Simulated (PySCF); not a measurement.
**C4H6ClF: runs on many settings**

Aim: see how C4H6ClF (`C=C[C@@H](Cl)CF`) answers to the choice of functional, basis, grid and SCF options.

Programs: PySCF 2.14.0, with density-fitted response routines of our own. Each step states its level of theory. These are calculated values for one molecule, in the gas phase or a continuum, unless marked as measured. Atoms count from 0, in the outputs and in this text.

**1. The starting structure**

12 atoms, charge 0, multiplicity 1; geometry from: GFN2-xTB.

Bonds of the start (Å): C0–C1 1.32, C1–C2 1.50, C2–Cl3 1.78, C2–C4 1.53, C4–F5 1.37, C0–H6 1.08, C0–H7 1.08, C1–H8 1.08, C2–H9 1.10, C4–H10 1.09, C4–H11 1.09.

**2. NMR shieldings: PBE0/pcSseg-1**

Job settings and geometry (Å):

```
{"job": {"kind": "nmr", "xc": "PBE0", "basis": "pcSseg-1"}, "charge": 0, "multiplicity": 1}
C      1.953058    -0.397180    -0.057628
C      0.821660    -0.070255     0.533718
C     -0.329335     0.662109    -0.084128
Cl    -0.021239     1.152727    -1.770922
C     -1.591844    -0.203740    -0.095627
F     -1.996604    -0.447816     1.190505
H      2.723416    -0.933924     0.467592
H      2.158297    -0.136124    -1.081912
H      0.627563    -0.342769     1.563155
H     -0.530495     1.580946     0.477903
H     -2.415887     0.307821    -0.602480
H     -1.397391    -1.172482    -0.566204
```

Level: GIAO PBE0/pcSseg-1 NMR shielding, non-relativistic, gas phase.

Started as:

```console
$ OMP_NUM_THREADS=1 python probes_run.py task.json out
```

One launch serves the whole session: the jobs run in the order shown.

The log of the run:

```text
coarse grid: 10776 points
cycle   1  E = -715.4712047665  dE =  6.339e-01  |g| = 5.122e-01  |ddm| = 3.010e+00
cycle   2  E = -715.4324730364  dE =  3.873e-02  |g| = 7.124e-01  |ddm| = 8.826e-01
cycle   3  E = -715.5210024884  dE = -8.853e-02  |g| = 7.567e-02  |ddm| = 5.464e-01
cycle   4  E = -715.5220700715  dE = -1.068e-03  |g| = 3.607e-02  |ddm| = 8.811e-02
cycle   5  E = -715.5223693350  dE = -2.993e-04  |g| = 1.166e-02  |ddm| = 3.594e-02
cycle   6  E = -715.5223987715  dE = -2.944e-05  |g| = 2.652e-03  |ddm| = 1.085e-02
cycle   7  E = -715.5224002975  dE = -1.526e-06  |g| = 5.688e-04  |ddm| = 2.572e-03
final grid: 100416 points
cycle   8  E = -715.5647331235  dE = -3.420e-05  |g| = 7.440e-03  |ddm| = 2.189e-02
cycle   9  E = -715.5647277519  dE =  5.372e-06  |g| = 9.132e-03  |ddm| = 1.250e-02
cycle  10  E = -715.5647451280  dE = -1.738e-05  |g| = 1.344e-03  |ddm| = 7.325e-03
cycle  11  E = -715.5647454319  dE = -3.039e-07  |g| = 3.345e-04  |ddm| = 1.260e-03
cycle  12  E = -715.5647454564  dE = -2.450e-08  |g| = 1.160e-04  |ddm| = 3.133e-04
cycle  13  E = -715.5647454594  dE = -2.997e-09  |g| = 2.840e-05  |ddm| = 1.042e-04
cycle  14  E = -715.5647454596  dE = -1.723e-10  |g| = 5.743e-06  |ddm| = 3.194e-05
converged SCF energy = -715.5647454596

GIAO shielding tensors (ppm)
atom      isotropic    diamagn.    paramagn.     s11        s22        s33       span
  0 C       63.390     253.299    -189.909    -49.288     65.432    174.026    223.314
  1 C       45.126     256.056    -210.930    -75.068     52.765    157.683    232.751
  2 C      122.360     246.397    -124.036     96.612    121.222    149.247     52.636
  3 Cl     869.947    1147.472    -277.526    747.115    808.378   1054.347    307.231
  4 C       96.448     241.943    -145.496     62.799     79.249    147.295     84.496
  5 F      407.418     472.928     -65.510    375.077    388.276    458.899     83.822
  6 H       25.974      28.914      -2.939     23.619     24.991     29.313      5.694
  7 H       25.634      30.784      -5.150     22.345     23.408     31.149      8.804
  8 H       25.110      31.205      -6.094     22.752     24.151     28.428      5.676
  9 H       27.041      29.415      -2.374     22.388     26.307     32.428     10.040
 10 H       26.790      28.294      -1.504     21.589     29.106     29.676      8.087
 11 H       27.356      28.588      -1.232     23.397     29.071     29.601      6.204
```

Wall time 12 s (1 thread of Arm Neoverse V1, shared host); peak memory 0.68 GiB.

Shifts follow as δ = σ(reference) − σ, with reference shieldings (ppm) from runs at the same level and on the same kind of geometry: 1H TMS 31.72, 13C TMS 186.9, 19F CFCl3 170.9, 35Cl HCl 950. The references are single molecules in the gas phase, so shifts against H2O, NH3, PH3, H3PO4 or CFCl3 are not on the usual liquid scales and can be off by tens of ppm.

```
atoms                                 environment  σ (ppm)  δ (ppm)  δ scaled to CDCl3
   C1                                   alkene CH     45.1    141.8              136.5
   C0                        terminal =CH2 carbon     63.4    123.5              118.7
   C4                         sp3 CH2 bonded to F     96.4     90.5               86.4
   C2                 allylic sp3 CH bonded to Cl    122.4     64.6               61.1
   H8                    hydrogen on an alkene CH    25.11     6.61               6.33
   H7          hydrogen on a terminal =CH2 carbon    25.63     6.08               5.84
   H6          hydrogen on a terminal =CH2 carbon    25.97     5.74               5.52
  H10          hydrogen on an sp3 CH2 bonded to F    26.79     4.93               4.75
   H9  hydrogen on an allylic sp3 CH bonded to Cl    27.04     4.68               4.51
  H11          hydrogen on an sp3 CH2 bonded to F    27.36     4.36               4.22
  Cl3                        chlorine bonded to C      870       80                  –
   F5                   fluorine on an sp3 carbon    407.4   -236.5                  –
```

The scaled column applies a straight-line fit of computed shieldings to shifts measured in CDCl3, with any fitted terms for Cl, Br or S neighbours, and one for carbons that bear F (root-mean-square error 0.16 ppm for H, 1.9 ppm for C).

Charges from the same density, by scheme (e):

```
atoms  Mulliken    IAO  Hirshfeld  ESP fit
   C0     -0.12  -0.31      -0.10    -0.43
   C1     -0.21  -0.15      -0.05    -0.04
   C2     -0.26  -0.11       0.00    -0.17
  Cl3     -0.12  -0.10      -0.03    -0.13
   C4      0.23   0.04       0.02     0.10
   F5     -0.33  -0.32      -0.11    -0.22
```

Mayer bond orders: C0–C1 2.00, C1–C2 0.99, C2–Cl3 1.01, C2–C4 0.97, C4–F5 0.89.

**3. TDDFT and polarisability: PBE0/def2-SVPD**

The job, as its differences from that of step 2:

```diff
@@ -1,2 +1,2 @@
-{"job": {"kind": "nmr", "xc": "PBE0", "basis": "pcSseg-1"}, "charge": 0, "multiplicity": 1}
+{"job": {"kind": "uv", "xc": "PBE0", "basis": "def2-SVPD", "nstates": 6, "ntriplets": 2}, "charge": 0, "multiplicity": 1}
 C      1.953058    -0.397180    -0.057628
```

With the program's defaults for keys left out, this is: TDDFT PBE0/def2-SVPD, vertical, gas phase, core orbitals frozen in the response.

The log of the run:

```text
coarse grid: 10776 points
cycle   1  E = -715.1722443395  dE =  5.815e-01  |g| = 4.692e-01  |ddm| = 5.015e+00
cycle   2  E = -715.1346989990  dE =  3.755e-02  |g| = 6.606e-01  |ddm| = 1.605e+00
cycle   3  E = -715.2172550075  dE = -8.256e-02  |g| = 7.303e-02  |ddm| = 9.230e-01
cycle   4  E = -715.2182866595  dE = -1.032e-03  |g| = 3.189e-02  |ddm| = 1.594e-01
cycle   5  E = -715.2185257577  dE = -2.391e-04  |g| = 1.077e-02  |ddm| = 6.453e-02
cycle   6  E = -715.2185517459  dE = -2.599e-05  |g| = 2.891e-03  |ddm| = 1.806e-02
cycle   7  E = -715.2185537185  dE = -1.973e-06  |g| = 4.696e-04  |ddm| = 5.961e-03
final grid: 100416 points
cycle   8  E = -715.3011897955  dE = -2.717e-05  |g| = 7.047e-03  |ddm| = 9.674e-02
cycle   9  E = -715.3011833402  dE =  6.455e-06  |g| = 9.209e-03  |ddm| = 2.424e-02
cycle  10  E = -715.3012013093  dE = -1.797e-05  |g| = 1.170e-03  |ddm| = 1.364e-02
cycle  11  E = -715.3012015961  dE = -2.868e-07  |g| = 2.348e-04  |ddm| = 1.935e-03
cycle  12  E = -715.3012016078  dE = -1.172e-08  |g| = 1.050e-04  |ddm| = 5.759e-04
cycle  13  E = -715.3012016104  dE = -2.597e-09  |g| = 2.739e-05  |ddm| = 1.716e-04
cycle  14  E = -715.3012016106  dE = -1.753e-10  |g| = 5.631e-06  |ddm| = 6.500e-05
converged SCF energy = -715.3012016106

Static polarisability (au): isotropic 63.345, principal 50.758 66.519 72.757

Singlet excitations
state   eV       nm        f      main configurations
  1   6.9362    178.7   0.03278   H->L+1 0.64, H->L 0.31
  2   7.3783    168.0   0.10549   H-2->L 0.40, H->L+1 0.24, H->L 0.23
  3   7.3859    167.9   0.00060   H-1->L 0.78, H-1->L+1 0.13
  4   7.5243    164.8   0.12285   H-2->L+1 0.44, H->L 0.26, H-2->L 0.13
  5   7.6568    161.9   0.01772   H-1->L+1 0.79, H-1->L 0.15
  6   7.7301    160.4   0.01489   H->L+2 0.60, H-2->L+1 0.22, H-2->L 0.12

Triplet excitations (Tamm-Dancoff, eV): 4.4968 6.6399
```

It took 18 s on 1 thread of Arm Neoverse V1, shared host; peak memory 0.73 GiB.

Frontier orbitals and where they lie:

```
orbital     eV                       atoms
 HOMO−3  -9.88  F5 27 %, C4 17 %, H10 10 %
 HOMO−2  -8.95           Cl3 73 %, C2 10 %
 HOMO−1  -8.94   Cl3 75 %, C2 10 %, C1 6 %
   HOMO  -8.04    C0 37 %, C1 34 %, C2 7 %
   LUMO  -0.21    C0 31 %, C1 28 %, C2 7 %
 LUMO+1   0.32   Cl3 50 %, C2 22 %, C1 6 %
 LUMO+2   0.89  Cl3 15 %, C1 15 %, C0 14 %
```

With each of the 6 states as a Gaussian band of 0.4 eV half-width at 1/e, the curve within the window shown has maxima at 166 nm (ε 10,000) L/(mol cm). Beyond the last state computed it falls off for lack of states. The curve at chosen wavelengths:

(nm, ε (L/mol/cm)): (154, 1952), (156, 3384), (157, 4255), (159, 6170), (161, 8025), (162, 8808), (164, 9878), (165, 10114), (167, 9967), (169, 9117), (170, 8509), (172, 7113), (174, 5691), (175, 5029), (177, 3863), (179, 2925), (180, 2536), (182, 1891), (184, 1390), (185, 1184), (187, 843), (188, 704), (190, 478), (192, 314), (193, 251), (195, 156)

Further results of this job:

```
           property  computed
  dipole moment (D)      0.45
polarisability (Å³)      9.39
 HOMO–LUMO gap (eV)      7.83
      −ε(HOMO) (eV)      8.04
```

**4. NMR shieldings: PBE0/pcseg-1**

The job, as its differences from that of step 3:

```diff
@@ -1,2 +1,2 @@
-{"job": {"kind": "uv", "xc": "PBE0", "basis": "def2-SVPD", "nstates": 6, "ntriplets": 2}, "charge": 0, "multiplicity": 1}
+{"job": {"kind": "nmr", "xc": "PBE0", "basis": "pcseg-1", "pop": false, "scf": {"level_shift": 0.1}}, "charge": 0, "multiplicity": 1}
 C      1.953058    -0.397180    -0.057628
```

Level: GIAO PBE0/pcseg-1 NMR shielding, non-relativistic, gas phase.

The log of the run:

```text
final grid: 100416 points
cycle   1  E = -715.4800241069  dE =  6.509e-01  |g| = 5.144e-01  |ddm| = 3.347e+00
cycle   2  E = -715.4639129907  dE =  1.611e-02  |g| = 6.287e-01  |ddm| = 9.772e-01
cycle   3  E = -715.5377471724  dE = -7.383e-02  |g| = 6.161e-02  |ddm| = 4.362e-01
cycle   4  E = -715.5386805162  dE = -9.333e-04  |g| = 2.079e-02  |ddm| = 9.840e-02
cycle   5  E = -715.5387710919  dE = -9.058e-05  |g| = 4.664e-03  |ddm| = 2.362e-02
cycle   6  E = -715.5387753235  dE = -4.232e-06  |g| = 1.744e-03  |ddm| = 5.813e-03
cycle   7  E = -715.5387760295  dE = -7.060e-07  |g| = 4.814e-04  |ddm| = 1.767e-03
cycle   8  E = -715.5387760797  dE = -5.023e-08  |g| = 1.208e-04  |ddm| = 5.743e-04
cycle   9  E = -715.5387760831  dE = -3.354e-09  |g| = 3.069e-05  |ddm| = 1.690e-04
cycle  10  E = -715.5387760834  dE = -2.810e-10  |g| = 7.768e-06  |ddm| = 4.735e-05
level shift removed, Fock matrix diagonalised once more
converged SCF energy = -715.5387760834

GIAO shielding tensors (ppm)
atom      isotropic    diamagn.    paramagn.     s11        s22        s33       span
  0 C       74.663     253.669    -179.006    -33.053     72.712    184.328    217.381
  1 C       56.199     256.244    -200.044    -59.212     60.147    167.663    226.875
  2 C      128.284     246.497    -118.212     98.710    127.635    158.509     59.800
  3 Cl     878.106    1148.039    -269.932    762.043    826.755   1045.521    283.478
  4 C      105.883     242.014    -136.132     71.463     89.394    156.791     85.327
  5 F      411.661     473.518     -61.857    379.134    394.283    461.567     82.433
  6 H       26.101      28.890      -2.789     23.789     25.123     29.392      5.604
  7 H       25.768      30.772      -5.004     22.443     23.559     31.301      8.857
  8 H       25.337      31.203      -5.866     23.062     24.274     28.673      5.611
  9 H       27.343      29.553      -2.210     22.797     26.669     32.564      9.767
 10 H       26.925      28.392      -1.467     21.708     29.255     29.811      8.102
 11 H       27.465      28.524      -1.060     23.511     29.221     29.663      6.152
```

Wall time 8.3 s (1 thread of Arm Neoverse V1, shared host); peak memory 0.58 GiB.

In short: δ C1 140.8, C0 122.3, C4 91.1, C2 68.7, H8 6.54, H7 6.11 ppm.

**5. Nuclear shieldings: KT3/3-21G**

The job, as its differences from that of step 4:

```diff
@@ -1,2 +1,2 @@
-{"job": {"kind": "nmr", "xc": "PBE0", "basis": "pcseg-1", "pop": false, "scf": {"level_shift": 0.1}}, "charge": 0, "multiplicity": 1}
+{"job": {"kind": "nmr", "xc": "KT3", "basis": "3-21G", "pop": true}, "charge": 0, "multiplicity": 1}
 C      1.953058    -0.397180    -0.057628
```

Method: GIAO KT3/3-21G NMR shielding, non-relativistic, gas phase.

The log of the run:

```text
coarse grid: 10776 points
cycle   1  E = -719.0813139252  dE =  1.782e-01  |g| = 6.036e-01  |ddm| = 3.383e+00
cycle   2  E = -718.9629333632  dE =  1.184e-01  |g| = 1.013e+00  |ddm| = 1.919e+00
cycle   3  E = -719.1461625935  dE = -1.832e-01  |g| = 1.315e-01  |ddm| = 1.305e+00
cycle   4  E = -719.1501490756  dE = -3.986e-03  |g| = 5.291e-02  |ddm| = 2.146e-01
cycle   5  E = -719.1507737362  dE = -6.247e-04  |g| = 2.593e-02  |ddm| = 8.033e-02
cycle   6  E = -719.1509504107  dE = -1.767e-04  |g| = 2.740e-03  |ddm| = 2.831e-02
cycle   7  E = -719.1509523345  dE = -1.924e-06  |g| = 8.904e-04  |ddm| = 4.810e-03
final grid: 100416 points
cycle   8  E = -719.1730947138  dE = -1.419e-04  |g| = 8.282e-03  |ddm| = 3.932e-02
cycle   9  E = -719.1730840545  dE =  1.066e-05  |g| = 1.061e-02  |ddm| = 2.553e-02
cycle  10  E = -719.1731123284  dE = -2.827e-05  |g| = 2.318e-03  |ddm| = 1.547e-02
cycle  11  E = -719.1731135544  dE = -1.226e-06  |g| = 5.900e-04  |ddm| = 3.127e-03
cycle  12  E = -719.1731136455  dE = -9.107e-08  |g| = 1.264e-04  |ddm| = 7.012e-04
cycle  13  E = -719.1731136492  dE = -3.728e-09  |g| = 2.981e-05  |ddm| = 1.828e-04
cycle  14  E = -719.1731136495  dE = -2.633e-10  |g| = 9.429e-06  |ddm| = 5.402e-05
converged SCF energy = -719.1731136495

GIAO shielding tensors (ppm)
atom      isotropic    diamagn.    paramagn.     s11        s22        s33       span
  0 C      107.800     253.611    -145.811     24.286    107.842    191.272    166.986
  1 C       95.265     250.928    -155.663      9.279    100.647    175.867    166.588
  2 C      149.651     246.441     -96.790    123.993    151.334    173.627     49.634
  3 Cl     909.860    1141.912    -232.052    804.196    852.596   1072.788    268.592
  4 C      128.360     242.530    -114.170     97.080    115.966    172.034     74.954
  5 F      397.750     466.934     -69.184    358.073    373.816    461.361    103.288
  6 H       27.807      29.811      -2.004     25.381     27.131     30.909      5.528
  7 H       27.376      30.274      -2.898     24.863     25.053     32.212      7.349
  8 H       26.937      30.268      -3.332     24.257     26.928     29.624      5.367
  9 H       28.652      31.280      -2.628     24.027     27.713     34.215     10.188
 10 H       28.402      29.545      -1.143     23.155     30.134     31.916      8.761
 11 H       28.750      27.857       0.894     24.840     30.107     31.305      6.465
```

It took 7.1 s on 1 thread of Arm Neoverse V1, shared host; peak memory 0.38 GiB.

This run: δ C1 111.0, C0 98.5, C4 77.9, C2 56.6, H8 6.46, H7 6.03 ppm.

**6. TDDFT and polarisability: LC-wPBE/def2-SVPD in dichloromethane**

The job, as its differences from that of step 5:

```diff
@@ -1,2 +1,2 @@
-{"job": {"kind": "nmr", "xc": "KT3", "basis": "3-21G", "pop": true}, "charge": 0, "multiplicity": 1}
+{"job": {"kind": "uv", "xc": "LC-wPBE", "basis": "def2-SVPD", "solvent": "dichloromethane", "nstates": 6, "ntriplets": 0, "tda": false, "scf": {"guess": "atom"}, "grid": 1}, "charge": 0, "multiplicity": 1}
 C      1.953058    -0.397180    -0.057628
```

Level: TDDFT LC-wPBE/def2-SVPD, vertical, IEF-PCM dichloromethane (non-equilibrium linear response), core orbitals frozen in the response.

The log of the run:

```text
final grid: 47168 points
cycle   1  E = -715.3748365449  dE =  1.814e+00  |g| = 6.059e-01  |ddm| = 5.460e+00
cycle   2  E = -715.4215282439  dE = -4.669e-02  |g| = 4.775e-01  |ddm| = 1.966e+00
cycle   3  E = -715.4603088566  dE = -3.878e-02  |g| = 8.757e-02  |ddm| = 5.344e-01
cycle   4  E = -715.4616974342  dE = -1.389e-03  |g| = 2.683e-02  |ddm| = 1.284e-01
cycle   5  E = -715.4618944239  dE = -1.970e-04  |g| = 4.394e-03  |ddm| = 7.785e-02
cycle   6  E = -715.4619023123  dE = -7.888e-06  |g| = 9.528e-04  |ddm| = 1.603e-02
cycle   7  E = -715.4619029528  dE = -6.405e-07  |g| = 3.262e-04  |ddm| = 4.645e-03
cycle   8  E = -715.4619030129  dE = -6.013e-08  |g| = 1.137e-04  |ddm| = 1.415e-03
cycle   9  E = -715.4619030202  dE = -7.308e-09  |g| = 3.236e-05  |ddm| = 4.805e-04
cycle  10  E = -715.4619030209  dE = -7.278e-10  |g| = 1.775e-05  |ddm| = 1.308e-04
converged SCF energy = -715.4619030209

Static polarisability (au): isotropic 78.511, principal 64.372 81.075 90.085

Singlet excitations
state   eV       nm        f      main configurations
  1   7.5589    164.0   0.35438   H->L 0.68
  2   7.7406    160.2   0.11207   H->L+1 0.24, H-2->L 0.24, H-2->L+1 0.12
  3   7.8571    157.8   0.00023   H-1->L 0.39, H-1->L+1 0.22
  4   8.2748    149.8   0.02408   H->L+1 0.39, H-2->L 0.09
  5   8.3383    148.7   0.00040   H-3->L 0.28, H-4->L 0.12, H-1->L+1 0.08
  6   8.6094    144.0   0.06882   H->L+2 0.59, H->L+4 0.13
```

Wall time 15 s (1 thread of Arm Neoverse V1, shared host); peak memory 0.74 GiB.

Key values: HOMO -10.68 eV, LUMO 2.19 eV; lowest singlet 7.56 eV.

**7. Side by side: NMR shifts**

Shifts (ppm) of some atoms, chosen among heavy atoms and hydrogens apart, with basis size and wall time:

```
          run     C1     C0    C4    C2    H9   H11      F5  functions   time
PBE0/pcSseg-1  141.8  123.5  90.5  64.6  4.68  4.36  -236.5        139   12 s
 PBE0/pcseg-1  140.8  122.3  91.1  68.7  4.53  4.41  -229.9        118  8.3 s
    KT3/3-21G  111.0   98.5  77.9  56.6  4.75  4.65  -236.7         70  7.1 s
```

**8. Comparing the runs: electronic excitations**

Excitations and ground-state properties, with basis size and wall time:

```
                                 run  lowest singlet (eV)  brightest (eV)      f  gap (eV)  α (Å³)  μ (D)  functions  time
                      PBE0/def2-SVPD                 6.94            7.52  0.123      7.83    9.39   0.45        178  18 s
LC-wPBE/def2-SVPD in dichloromethane                 7.56            7.56  0.354     12.87   11.63   0.49        178  15 s
```

**9. Results**

| quantity | value |
| --- | --- |
| 13C shifts against TMS (PBE0/pcSseg-1) | 141.8, 123.5, 90.5, 64.6 ppm |
| 1H shifts against TMS (PBE0/pcSseg-1) | 6.61, 6.08, 5.74, 4.93, 4.68, 4.36 ppm |
| 35Cl shifts against HCl (PBE0/pcSseg-1) | 80 ppm |
| 19F shifts against CFCl3 (PBE0/pcSseg-1) | -236.5 ppm |
| lowest singlet (PBE0/def2-SVPD) | 6.94 eV (179 nm), f = 0.033 |
| brightest single state of those computed | state 4, 7.52 eV, f = 0.123 |
| lowest triplet | 4.50 eV |
| range of the shift of C1 | 111.0 to 141.8 ppm |
| range of the lowest singlet | 6.94 to 7.56 eV |

**Reading.** Single values in the summary come from the first run of each kind that ended normally (PBE0/pcSseg-1; PBE0/def2-SVPD), which need not be the best level. C1 (alkene CH) lies farthest downfield among carbon, at 141.8 ppm; as expected for a trigonal carbon in a double bond. The most deshielded hydrogen is H8 (hydrogen on an alkene CH), at 6.61 ppm: olefinic region. At PBE0/pcSseg-1: The widest tensor belongs to Cl3: span 307 ppm, with a paramagnetic part of -278 ppm. The lowest singlet, at 6.94 eV, is HOMO→LUMO+1 0.64, HOMO→LUMO 0.31 and is weak; of the 6 states computed, the strongest absorption comes from state 4 at 7.52 eV. The lowest triplet lies 2.44 eV below the lowest singlet (triplets in Tamm-Dancoff, singlets in full TDDFT). Among the atoms with a shift in every run: Across the 3 runs the shift of C1 moves most, between 111.0 (KT3/3-21G) and 141.8 ppm (PBE0/pcSseg-1). The lowest singlet runs from 6.94 eV (PBE0/def2-SVPD) to 7.56 eV (LC-wPBE/def2-SVPD in dichloromethane), while the orbital gap spans 7.83 to 12.87 eV. The lowest state need not be the same one in every run.
